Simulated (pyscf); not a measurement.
Optimised with ωB97X-D3(BJ)/def2-SVP in PySCF.

### Question
Estimate the classical barrier height and the reaction energy of •HN–SiH₃ + NH₃ -> H₂N–SiH₃ + NH₂• at ωB97M-D3(BJ)/def2-TZVP. The step runs on the doublet surface, breaks H–N and forms H–N; take the separated reactants as zero.

### Answer
ΔE‡ = 34.5 kJ/mol, ΔE = -8.9 kJ/mol. Zero-point energy shifts the barrier by -1.9 kJ/mol. It is a hydrogen abstraction, with an imaginary mode of 1801i cm⁻¹. On the product side the descent ends in a complex, 18.8 kJ/mol under the separated species and 61.9 kJ/mol under the saddle at ωB97X-D3(BJ)/def2-TZVP. •HN–SiH₃ lies 87.1 kJ/mol over its isomer H₂N–SiH₂• (electronic energy, ωB97M-D3(BJ)/def2-TZVP). This is the saddle that the search found; another between the same sides may lie lower. The angle at the transferred H is 150°.
